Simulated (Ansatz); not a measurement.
A displaced shape of singlet CH₂O:

```xyz
4

C     0.0255    0.0409   -0.5095
O     0.0441    0.0174    0.6891
H    -0.0199   -0.9655   -1.1654
H    -0.0242    0.9040   -1.1079
```

It was optimised with HF/def2-SVP in Ansatz (development build ahead of 0.2.0) to forces under 0.001 eV/Å, with restricted orbitals. Each step stands on the lowest determinant of that kind that the program's search found.

Q: What shape does it relax to, and how does the optimisation go?

A:

```yaml
atoms:
  - { symbol: C, position_ang: [0.0064, -0.0008, -0.5238] }
  - { symbol: O, position_ang: [0.0493, -0.0013, 0.6540] }
  - { symbol: H, position_ang: [-0.0039, -0.9320, -1.1128] }
  - { symbol: H, position_ang: [-0.0262, 0.9309, -1.1112] }
```

Bond lengths: C1–O2 1.178 Å, C1–H3 1.102 Å, C1–H4 1.102 Å. Angles: O2–C1–H3 122.3°, O2–C1–H4 122.3°, H3–C1–H4 115.4°.

```json
{"step": "1", "E − E(start) (eV)": "0.0000", "largest force (eV/Å)": "4.1598"}
{"step": "2", "E − E(start) (eV)": "0.3752", "largest force (eV/Å)": "5.2373"}
{"step": "3", "E − E(start) (eV)": "-0.0540", "largest force (eV/Å)": "2.2625"}
{"step": "4", "E − E(start) (eV)": "-0.1567", "largest force (eV/Å)": "2.2036"}
{"step": "5", "E − E(start) (eV)": "-0.2229", "largest force (eV/Å)": "0.8743"}
{"step": "6", "E − E(start) (eV)": "-0.2309", "largest force (eV/Å)": "0.4184"}
{"step": "7", "E − E(start) (eV)": "-0.2329", "largest force (eV/Å)": "0.2302"}
{"step": "8", "E − E(start) (eV)": "-0.2337", "largest force (eV/Å)": "0.1833"}
{"step": "9", "E − E(start) (eV)": "-0.2342", "largest force (eV/Å)": "0.1647"}
{"step": "10", "E − E(start) (eV)": "-0.2345", "largest force (eV/Å)": "0.1333"}
{"step": "11", "E − E(start) (eV)": "-0.2347", "largest force (eV/Å)": "0.1367"}
{"step": "12", "E − E(start) (eV)": "-0.2350", "largest force (eV/Å)": "0.0879"}
{"step": "13", "E − E(start) (eV)": "-0.2351", "largest force (eV/Å)": "0.0384"}
{"step": "14", "E − E(start) (eV)": "-0.2342", "largest force (eV/Å)": "0.1860"}
{"step": "15", "E − E(start) (eV)": "-0.2351", "largest force (eV/Å)": "0.0153"}
{"step": "16", "E − E(start) (eV)": "-0.2351", "largest force (eV/Å)": "0.0096"}
{"step": "17", "E − E(start) (eV)": "-0.2351", "largest force (eV/Å)": "0.0018"}
{"step": "18", "E − E(start) (eV)": "-0.2351", "largest force (eV/Å)": "0.0006"}
```

The optimisation ended after 18 steps with its threshold met.
